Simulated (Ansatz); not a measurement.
# doublet CHFO+ at 6 levels

Wanted: a comparison of 6 runs (UHF/STO-3G, U-revPBE/STO-3G, USVWN5/STO-3G, UBCCD(T)/STO-3G, UCCSDT/STO-3G, UCCSD/STO-3G) of doublet CHFO+. 

Program for the calculation: Ansatz 0.2.0.

62 further runs of the same task are left out: 2 that didn't finish, 60 set aside as unsound or not needed.

**1. Starting point**

The species is CHFO+ (4 atoms), meant as a doublet with charge +1. SMILES of the parent species: `O=CF`. Geometry: relaxed at PBE0-D4/def2-TZVP. That shape belongs to the parent species and isn't relaxed for this state.

Bond lengths: O1–C2 1.174 Å, C2–F3 1.336 Å, C2–H4 1.097 Å. Angles: O1–C2–F3 122.9°, O1–C2–H4 127.8°, F3–C2–H4 109.3°.

**2. The energy at UHF/STO-3G (run 1)**

Input file input.yaml:

```yaml
crystal:
  periodic: [false, false, false]
  atoms:
    - {symbol: O, position_ang: [-0.889340, 0.201180, 0.827740]}
    - {symbol: C, position_ang: [-0.046400, 0.067520, 0.021620]}
    - {symbol: F, position_ang: [0.585200, -1.091810, -0.181820]}
    - {symbol: H, position_ang: [0.350540, 0.823120, -0.667550]}
basis:
  gaussian:
    orbitals: STO-3G
total_charge: 1
magnetization:
  spin_polarized: true
  initial_magnetization: 1
hamiltonian:
  xc: hf
accuracy: high
```

The run is started by

```console
$ ansatz run input.yaml --threads 1 --pin off --max-ram 3480MiB --events-out events.jsonl --progress --plain --runs-dir runs
```

Standard output:

```text
Warning: RAYON_NUM_THREADS=1 ignored (pool sized by the plan → 1); use --threads N
Functional definition: HF
  name "HF"
  exchange = exact_x
  correlation = 0
273 factors; integrals over basis functions are off by at most 4.8e-8 eV
mean field evaluation 1: about -5696.0022 eV, gradient 2.6e1 eV
mean field evaluation 2: about -5696.0797 eV, gradient 2.6e1 eV
mean field evaluation 4: about -5701.0444 eV, gradient 2.9e0 eV
mean field evaluation 8: about -5701.2910 eV, gradient 1.9e-1 eV
mean field evaluation 16: about -5701.2876 eV, gradient 2.7e-8 eV
mean field evaluation 32: about -5699.8587 eV, gradient 8.6e-1 eV
mean field -5701.28757762 eV, -209.5184540062 hartree, gradient 2.6e-8 eV, S^2 0.795030; 0 other end points of the search recorded, 0 dependent functions left out
reference -5701.28757762 eV, -209.5184540062 hartree; 12, 11 occupied and 4, 5 virtual orbitals, 273 factors
Total energy: -5701.28757762 eV, -209.5184540062 hartree
```

It took 0.16 s on 1 thread of Intel Xeon Platinum 8259CL at 2.50GHz (Skylake/Cascade Lake), shared host.

**3. A single-point energy at U-revPBE/STO-3G (run 2)**

Input file molecule.yaml:

```yaml
crystal:
  periodic: [false, false, false]
  atoms:
    - {symbol: O, position_ang: [-0.889340, 0.201180, 0.827740]}
    - {symbol: C, position_ang: [-0.046400, 0.067520, 0.021620]}
    - {symbol: F, position_ang: [0.585200, -1.091810, -0.181820]}
    - {symbol: H, position_ang: [0.350540, 0.823120, -0.667550]}
basis:
  gaussian: {orbitals: STO-3G}
total_charge: 1
magnetization: {spin_polarized: true, initial_magnetization: 1}
hamiltonian: {xc: {name: revPBE}}
accuracy: high
```

The run is started by

```console
$ ansatz run molecule.yaml --threads 1 --pin off --max-ram 3480MiB --events-out events.jsonl --progress --plain --runs-dir runs
```

Standard output:

```text
Warning: RAYON_NUM_THREADS=1 ignored (pool sized by the plan → 1); use --threads N
Functional definition: revPBE
  name "revPBE"
  parameter kappa = 1.245
  parameter beta = 0.06672455060314922
  exchange = pbe_x(kappa = kappa, mu = beta*pi^2/3)
  correlation = pbe_c(beta = beta)
273 factors; integrals over basis functions are off by at most 4.8e-8 eV
mean field evaluation 1: about -5722.6477 eV, gradient 1.8e1 eV
mean field evaluation 2: about -5704.2157 eV, gradient 6.2e1 eV
mean field evaluation 4: about -5724.5185 eV, gradient 4.8e0 eV
mean field evaluation 8: about -5724.6182 eV, gradient 2.6e-1 eV
mean field evaluation 16: about -5724.6187 eV, gradient 1.1e-5 eV
mean field evaluation 32: about -5724.6187 eV, gradient 2.1e-8 eV
mean field -5724.61870194 eV, -210.3758570106 hartree, gradient 4.3e-8 eV, S^2 0.754543; 4 other end points of the search recorded, 0 dependent functions left out
reference -5724.61870333 eV, -210.3758570616 hartree; 12, 11 occupied and 4, 5 virtual orbitals, 273 factors
Total energy: -5724.61870333 eV, -210.3758570616 hartree
```

Wall time 2.9 s (1 thread of Intel Xeon Platinum 8259CL at 2.50GHz (Skylake/Cascade Lake), shared host); peak memory 0.13 GiB.

**4. The energy at USVWN5/STO-3G (run 3)**

Input file run.yaml:

```yaml
crystal:
  periodic: [false, false, false]
  atoms:
    - {symbol: O, position_ang: [-0.889340, 0.201180, 0.827740]}
    - {symbol: C, position_ang: [-0.046400, 0.067520, 0.021620]}
    - {symbol: F, position_ang: [0.585200, -1.091810, -0.181820]}
    - {symbol: H, position_ang: [0.350540, 0.823120, -0.667550]}
basis:
  gaussian: {orbitals: STO-3G}
total_charge: 1
magnetization: {spin_polarized: true, initial_magnetization: 1}
hamiltonian: {xc: {name: SVWN5}}
accuracy: high
```

The run is started by

```console
$ ansatz run run.yaml --threads 1 --pin off --max-ram 3480MiB --events-out events.jsonl --progress --plain --runs-dir runs
```

Standard output:

```text
Warning: RAYON_NUM_THREADS=1 ignored (pool sized by the plan → 1); use --threads N
Functional definition: SVWN5
  name "SVWN5"
  exchange = slater_x
  correlation = vwn5_c
273 factors; integrals over basis functions are off by at most 4.8e-8 eV
mean field evaluation 1: about -5681.7836 eV, gradient 1.7e1 eV
mean field evaluation 2: about -5665.6643 eV, gradient 5.7e1 eV
mean field evaluation 4: about -5683.1742 eV, gradient 8.9e0 eV
mean field evaluation 8: about -5683.6134 eV, gradient 2.2e-1 eV
mean field evaluation 16: about -5683.6138 eV, gradient 7.2e-6 eV
mean field evaluation 32: about -5683.6138 eV, gradient 1.3e-2 eV
mean field evaluation 64: about -5683.5129 eV, gradient 4.1e0 eV
mean field -5683.61375897 eV, -208.8689531505 hartree, gradient 5.4e-8 eV, S^2 0.753584; 4 other end points of the search recorded, 0 dependent functions left out
reference -5683.61376003 eV, -208.8689531893 hartree; 12, 11 occupied and 4, 5 virtual orbitals, 273 factors
Total energy: -5683.61376003 eV, -208.8689531893 hartree
```

Wall time 1.6 s (1 thread of Intel Xeon Platinum 8259CL at 2.50GHz (Skylake/Cascade Lake), shared host); peak memory 0.11 GiB.

Runs 4 to 5 aren't shown in full; the table further down has their settings and results.

**5. The energy at UCCSD/STO-3G (run 6)**

Changes to run.yaml since step 4:

```diff
@@ -8,6 +8,13 @@
 basis:
-  gaussian: {orbitals: STO-3G}
+  gaussian:
+    orbitals: STO-3G
 total_charge: 1
-magnetization: {spin_polarized: true, initial_magnetization: 1}
-hamiltonian: {xc: {name: SVWN5}}
+magnetization:
+  spin_polarized: true
+  initial_magnetization: 1
+correlation:
+  method: ccsd
+  frozen_orbitals: {C: 1, F: 1, H: 0, O: 1}
 accuracy: high
+scf:
+  omitted_lower_state_checks: [cluster_reference, increment]
```

The run is started by

```console
$ ansatz run run.yaml --threads 1 --pin off --max-ram 3480MiB --events-out events.jsonl --progress --plain --runs-dir runs
```

Standard output:

```text
Warning: RAYON_NUM_THREADS=1 ignored (pool sized by the plan → 1); use --threads N
[... 13 lines left out ...]
3 core orbitals not correlated: weight in the atoms' cores, before any rotation towards them, 1.000 or more for the frozen orbitals, at most 0.000 for the correlated occupied ones
[... 35 lines left out ...]
Total energy: -5705.18836058 eV, -209.6618051357 hartree
Checks for a lower state left out: cluster_reference, increment
```

Wall time 0.59 s (1 thread of Intel Xeon Platinum 8259CL at 2.50GHz (Skylake/Cascade Lake), shared host).

**6. The series**

| run | level | frozen core orbitals | energy (Eh) | ⟨S²⟩ | wall time |
| --- | --- | --- | --- | --- | --- |
| 1 | UHF/STO-3G | – | -209.518454 | 0.795 | 0.16 s |
| 2 | U-revPBE/STO-3G | – | -210.375857 | 0.755 | 2.9 s |
| 3 | USVWN5/STO-3G | – | -208.868953 | 0.754 | 1.6 s |
| 4 | UBCCD(T)/STO-3G | 3 | -209.668455 | 0.795 | 0.83 s |
| 5 | UCCSDT/STO-3G | 3 | -209.670082 | 0.795 | 3.3 s |
| 6 | UCCSD/STO-3G | 3 | -209.661805 | 0.795 | 0.59 s |

**7. What came out**

| quantity | value |
| --- | --- |
| run 6: total energy | -209.66181 Eh |
| run 6: correlation energy (3 core orbitals frozen) | -143.4 mEh |
| run 6: ⟨S²⟩ of the reference determinant | 0.795 |
| run 6: T1 diagnostic | 0.030 |

In words: Below the UHF energy at the same shape and in the same basis (STO-3G): UBCCD(T) -150.0 mEh; UCCSDT -151.6 mEh; UCCSD -143.4 mEh. Totals of different functionals can't be ranked against each other. In runs 1, 2, 3, 4, 5, 6 the basis is minimal, so the values are rough. All runs together took 9.4 s, the longest 3.3 s.
